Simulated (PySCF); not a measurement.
# F: ionisation energy

F [He] 2s2 2p5 (2P) → F⁺ [He] 2s2 2p4 (3P), as a difference of total energies. Calculation: PySCF 2.14, in aug-cc-pCVTZ-DK with one added diffuse shell each of s, p, d, f type (8s7p5d3f, 75 functions); scalar relativity by spin-free X2C-1e. Correlated levels: valence: 1s2 frozen; valence and next inner shell: nothing frozen. The calculations carry no spin-orbit coupling.

Order these methods by the ionisation energy they give, lowest first.
A. SCS-MP2 (valence)
B. wB97X-V
C. HSE06
D. UHF

D (15.654 eV), A (17.296 eV), C (17.459 eV), B (17.526 eV).

Errors of the correlated levels include the incompleteness of this basis and the frozen core.

For comparison: 17.427 eV (measured; NIST levels, between the centres of gravity of the two terms).
